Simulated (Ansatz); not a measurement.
**How far each method lies from UCCSDT(Q) for NO, doublet**

Geometry: a PBE0/def2-TZVP stationary point for this spin.

```xyz
2

N     0.0000    0.0000    0.0000
O     0.0000    0.0000    1.1398
```

Basis cc-pVTZ; Ansatz 0.2.0. Only valence electrons are correlated (noble-gas cores frozen), which leaves 11 electrons in 58 orbitals. R marks a restricted (for open shells ROHF) determinant, U an unrestricted one. Active spaces: valence = (11e, 8o) chosen from the atoms' valence shells.

Full CI isn't at hand for all of this; UCCSDT(Q) serves as the reference, and is uncertain by about the last step of the cluster series. The frozen core follows each run's orbitals, which can shift R against U totals by a few meV.

For open shells CISD is restricted-active-space CI with the open shells as a complete middle space.

The UHF ⟨S²⟩ is 0.778, the T1 diagnostic (RCCSD) is 0.0224 and the largest doubles amplitude (RCCSD) is 0.109. The T1 diagnostic (UCCSD) is 0.0237.

```csv
level,E − E(UCCSDT(Q)) (kJ/mol),share of correlation (%),wall time
RHF,1122.5,0.00,–
UHF,1102.9,1.75,–
RMP2,51.3,95.43,–
UMP2,64.5,94.25,–
CISD,125.9,88.79,15 s
RCCSD,53.1,95.27,–
UCCSD,52.0,95.37,–
RCCSD(T),4.1,99.63,3.7 s
UCCSD(T),4.4,99.61,3 s
BCCD(T),4.2,99.63,4.4 s
RCCSDT,4.0,99.64,–
UCCSDT,3.8,99.66,–
RCCSDT(Q),0.4,99.96,22 s (H100)
CASSCF (valence space),812.1,27.66,–
NEVPT2 (valence space),126.3,88.75,1.8 s
MRCISD (valence space),56.5,94.97,–
MRCISD+Q (valence space),8.5,99.24,15 s (H100)
MRCISD+Q(relaxed) (valence space),5.7,99.50,16 s (H100)
```

The correlation energy at UCCSDT(Q), counted from RHF, is -11.634 eV. That run took 14 s on 2 threads of AMD EPYC 7R13 with a shared H100 80 GB, shared host.

Times hold each run's SCF and search for its determinant on a shared host, so for small cases they say little of a method's own cost; rows without a card ran on 1 thread of AMD EPYC 7R13.

Natural occupations of CASSCF (valence space) about the gap: 1.993 1.977 1.976 1.931 1.022 0.077 0.026; effectively unpaired electrons, Σ n²(2−n)², 1.05.

Atomization energy (electronic, same basis, no zero-point term; atoms at the same level, unrestricted beside the R rows where the molecule is a closed shell, with restricted open-shell steps beyond CCSDT(Q)) at UCCSDT(Q): 600.5 kJ/mol. Errors of other levels:

```csv
level,error (kJ/mol)
RHF,-370.6
UHF,-375.8
RMP2,48.5
UMP2,34.9
CISD,-102.8
RCCSD,-36.7
UCCSD,-36.6
RCCSD(T),-1.7
UCCSD(T),-2.5
BCCD(T),-1.7
RCCSDT,-3.2
UCCSDT,-3.6
RCCSDT(Q),0.2
CASSCF (valence space),-60.2
NEVPT2 (valence space),6.7
MRCISD (valence space),-28.3
MRCISD+Q (valence space),-7.3
MRCISD+Q(relaxed) (valence space),-4.4
```

This basis is far from its limit, so the value isn't to be set against a measured one. Truncated CI isn't size-consistent, which counts against it in atomization.
